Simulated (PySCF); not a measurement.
# Potential energy of SH⁺ along the bond

Set-up: PySCF, no relativity, basis sets H def2-SVP, S def2-SVP. Energies in eV from H + S⁺ in their ground configurations at the same level. State: ³Σ⁻ (triplet), unpaired electrons π ↑↑.

All columns are M06-L. A positive dipole points towards S; it is taken about the centre of mass and depends on that origin.

```csv
R (Å),E (eV),μ (D),Mulliken charge on H (basis-dependent),HOMO (eV),LUMO (eV),Mayer bond order,⟨S²⟩
1.186,-3.084,-1.28,0.16,-17.98,-14.85,0.96,2.01
1.241,-3.414,-1.34,0.19,-17.92,-14.81,0.95,2.01
1.296,-3.605,-1.41,0.22,-17.86,-14.76,0.93,2.01
1.338,-3.677,-1.47,0.23,-17.81,-14.72,0.93,2.01
1.379,-3.703,-1.53,0.25,-17.77,-14.67,0.92,2.01
1.420,-3.690,-1.59,0.26,-17.72,-14.63,0.91,2.01
1.476,-3.625,-1.69,0.28,-17.66,-14.56,0.90,2.01
1.544,-3.487,-1.81,0.30,-17.58,-14.46,0.89,2.01
1.627,-3.264,-1.98,0.32,-17.49,-14.34,0.87,2.02
1.738,-2.907,-2.22,0.34,-17.37,-14.17,0.86,2.02
```

A fit through these points gives, at Re = 1.384 Å, μ = -1.53 D and dμ/dR = -1.54 D/Å; the reduced mass is 0.977 u.

How strong is the fundamental in the double-harmonic approximation, I = 42.26·(dμ/dR)²/μred km/mol?

I = 42.26·(-1.54)²/0.977 = 103 km/mol at M06-L.

For an ion De counts to the pair picked by the measured ionisation energies or electron affinities, which need not be the lowest pair at this level. The state was picked by a PBE0 search and need not be the measured ground state.
